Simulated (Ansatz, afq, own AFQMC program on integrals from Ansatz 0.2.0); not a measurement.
AlBH$_{2}$, triplet → AlBH$_{2}$, quintet

```xyz
4

B     0.0000    0.0000    1.3689
Al    0.0000    0.0000   -0.6894
H     0.0000    1.0776    1.8859
H     0.0000   -1.0776    1.8859
```

Connectivity, by distances: BH2–Al.

E(quintet, charge +0) − E(triplet, charge +0) at this geometry, on UHF and UHF determinants.

Basis 6-31G. Only valence electrons are correlated. Ansatz 0.2.0 and our own AFQMC program on the same integrals; the CISD trial comes from CCSD amplitudes, and released means the phaseless constraint is let go. Uncertainties: one standard error, sampling alone. The errors of all members are added in quadrature.

Full CI on the same integrals is exact in this basis and with this determinant's frozen core.

Errors are counted within 6-31G, not against nature.

Cautions: AlBH₂ (quintet): another spin lies lower; core correlation is missing, and it shifts such a gap most where an s electron is promoted.

| level | vertical spin gap (kcal/mol) |
| --- | --- |
| HF | 74.8 |
| CCSD | 91.6 |

From these cheaper values, estimate the vertical spin gap at the reference level in 6-31G.

92.8 kcal/mol (full CI in 6-31G).

```json
{"level": "MP2", "vertical spin gap (kcal/mol)": "87.2", "error against FCI (kcal/mol)": "-5.6"}
{"level": "CCSD(T)", "vertical spin gap (kcal/mol)": "92.6", "error against FCI (kcal/mol)": "-0.3"}
{"level": "CCSDT", "vertical spin gap (kcal/mol)": "92.8", "error against FCI (kcal/mol)": "-0.1"}
{"level": "CCSDT(Q)", "vertical spin gap (kcal/mol)": "92.8", "error against FCI (kcal/mol)": "0.0"}
{"level": "CCSDTQ", "vertical spin gap (kcal/mol)": "92.8", "error against FCI (kcal/mol)": "0.0"}
{"level": "ph-AFQMC/HF", "vertical spin gap (kcal/mol)": "92.6 ± 0.5", "error against FCI (kcal/mol)": "-0.3 ± 0.5"}
{"level": "ph-AFQMC/CISD", "vertical spin gap (kcal/mol)": "92.7 ± 0.05", "error against FCI (kcal/mol)": "-0.1 ± 0.05"}
{"level": "released AFQMC", "vertical spin gap (kcal/mol)": "92.7 ± 0.04", "error against FCI (kcal/mol)": "-0.1 ± 0.04"}
```

Correlation beyond CCSD(T) adds 0.3 kcal/mol. The perturbative (T) step is worth +1.0 kcal/mol.

CCSDT and higher add their correlation energy to the determinant of the CCSD(T) run, since their own runs factorise the integrals more tightly (a shift of under 2 meV). A walk keeps the symmetry of its determinant, which the program's search chose and which needn't be the lowest solution, so a lower state of the same spin and another symmetry isn't excluded. Released energies are given only where the last usable release times agree within the noise; a slower fall can still hide under it.
